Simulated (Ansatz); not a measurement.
# CH3O3S radical: small, medium and large basis sets

One table from this session's results is given with a row withheld; the runs are named, their logs left out.

Computed with Ansatz 0.2.0, Gaussian basis. Level: one geometry, several basis sets.

Levels to be run: PBE0-D4/def2-SVP; ωB97M-V/def2-SVP; PBE0-D4/def2-QZVPP; ωB97M-V/def2-QZVPP; the functionals' def2-TZVPP values are taken from earlier runs.

### The geometry

An earlier PBE0-D4 in a triple-zeta def2 set relaxation fixed the geometry.

SMILES `[CH2]S(=O)(=O)O`, 8 atoms, charge 0, spin multiplicity 2.

Atoms are counted from 1 here; the program's logs count them from 0.

Bond lengths: C1–S2 1.718 Å, C1–H6 1.080 Å, C1–H7 1.081 Å, S2–O3 1.423 Å, S2–O4 1.428 Å, S2–O5 1.593 Å, O5–H8 0.967 Å. Angles: S2–C1–H6 118.0°, S2–C1–H7 118.6°, H6–C1–H7 122.9°, C1–S2–O3 108.6°, C1–S2–O4 108.8°, C1–S2–O5 102.4°, O3–S2–O4 122.0°, O3–S2–O5 105.3°, O4–S2–O5 107.9°, S2–O5–H8 108.4°.

As a file:

```csv
atom,x (Å),y (Å),z (Å)
C1,0.8406,0.6857,0.5144
S2,-0.1384,-0.1927,-0.5915
O3,-0.5182,0.6782,-1.6504
O4,0.4674,-1.4624,-0.8360
O5,-1.4694,-0.4380,0.2485
H6,1.8716,0.3840,0.6288
H7,0.4421,1.5900,0.9522
H8,-1.4035,-1.3017,0.6783
```

Set-up of the first run:

in.yaml reads:

```yaml
crystal:
  periodic: [false, false, false]
  atoms:
    - {symbol: C, position_ang: [0.840597, 0.685670, 0.514354]}
    - {symbol: S, position_ang: [-0.138395, -0.192722, -0.591518]}
    - {symbol: O, position_ang: [-0.518179, 0.678217, -1.650415]}
    - {symbol: O, position_ang: [0.467428, -1.462448, -0.836037]}
    - {symbol: O, position_ang: [-1.469444, -0.438032, 0.248544]}
    - {symbol: H, position_ang: [1.871553, 0.384015, 0.628848]}
    - {symbol: H, position_ang: [0.442099, 1.590001, 0.952154]}
    - {symbol: H, position_ang: [-1.403460, -1.301702, 0.678269]}
basis:
  gaussian: {orbitals: def2-SVP}
magnetization: {spin_polarized: true, initial_magnetization: 1}
hamiltonian: {xc: pbe0, dispersion: d4}
output: {orbitals: {seedname: orbitals}}
```

Launch:

```sh
> ansatz run in.yaml --threads 4 --pin off --events-out ev --progress --plain --max-ram 10444MiB
```

Steps of the session up to this table: PBE0-D4 in def2-SVP; ωB97M-V in def2-SVP; PBE0-D4 in def2-QZVPP; ωB97M-V in def2-QZVPP.

One table of the session follows, with a row left open; its other results are not shown here.

It belongs to the step «Density functionals: the series». 

| functional | basis | HOMO (eV) | LUMO (eV) |
| --- | --- | --- | --- |
| PBE0-D4 | def2-SVP | -8.01 | -3.29 |
| PBE0-D4 | def2-TZVPP | -8.09 | -3.41 |
| PBE0-D4 | def2-QZVPP | -8.13 | -3.45 |
| ωB97M-V | def2-SVP | -10.13 | -1.30 |
| ωB97M-V | def2-TZVPP | -10.22 | -1.51 |
| ωB97M-V | def2-QZVPP | ? | ? |

**Question.** Estimate the row for ωB97M-V, def2-QZVPP.

**Answer.** HOMO (eV): -10.26; LUMO (eV): -1.57. In the column «HOMO (eV)» it is the lowest.
